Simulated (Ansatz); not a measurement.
Write a Python script for Ansatz's Python interface that makes a comparison of dispersion corrections of C₃H₅O (charge -1), SMILES C=CC[O-]. Use (for the species named): PBE0, def2-SVP basis, multiplicity 1, D3BJ dispersion.

```xyz
9

C     1.3733    0.0003   -0.1592
C     0.1883   -0.3558    0.3573
C    -1.1452    0.2015   -0.0905
O    -1.6556    0.7817    0.9811
H     1.4276    0.7497   -0.9399
H     2.2912   -0.4329    0.2151
H     0.1561   -1.0984    1.1515
H    -1.6747   -0.6598   -0.5279
H    -0.9610    0.8137   -0.9875
```

`run_disp.py`:
```python
# -*- coding: utf-8 -*-
import ansatz


def main():
    geometry = (
        ansatz.Crystal.molecule()
        .atom("C", (1.3733, 0.0003, -0.1592))
        .atom("C", (0.1883, -0.3558, 0.3573))
        .atom("C", (-1.1452, 0.2015, -0.0905))
        .atom("O", (-1.6556, 0.7817, 0.9811))
        .atom("H", (1.4276, 0.7497, -0.9399))
        .atom("H", (2.2912, -0.4329, 0.2151))
        .atom("H", (0.1561, -1.0984, 1.1515))
        .atom("H", (-1.6747, -0.6598, -0.5279))
        .atom("H", (-0.961, 0.8137, -0.9875))
    )

    base = (
        geometry.calculation()
        .basis(gaussian="def2-SVP")
        .charge(-1)
    )
    for name in ["pbe0", "revpbe"]:
        for correction in ("d3bj", "d4"):
            summary = base.functional(name, dispersion=correction).run().report
            print(f"{name:8s} {correction:5s} total {summary['free_energy_ev']:.5f} eV, of which dispersion {1000 * summary['dispersion']['energy']['ev']:.2f} meV")


if __name__ == "__main__":
    main()
```

```console
$ python run_disp.py
pbe0     d3bj  total -5227.68683 eV, of which dispersion -120.79 meV
pbe0     d4    total -5227.70044 eV, of which dispersion -134.40 meV
revpbe   d3bj  total -5232.59433 eV, of which dispersion -387.26 meV
revpbe   d4    total -5232.80695 eV, of which dispersion -599.87 meV
```

Caveats:
- These settings explore the input space; basis and method may be short of convergence.
- The geometry is a force-field or estimated start, not a minimum of this method, and the basis set is short of its limit. D4 holds the three-body term, and d3bj doesn't.
- Anions want diffuse functions, which this basis lacks.
- The whole script took 7.2 s on 1 thread of Arm Neoverse V1, on a shared host, peak memory 0.2 GiB.
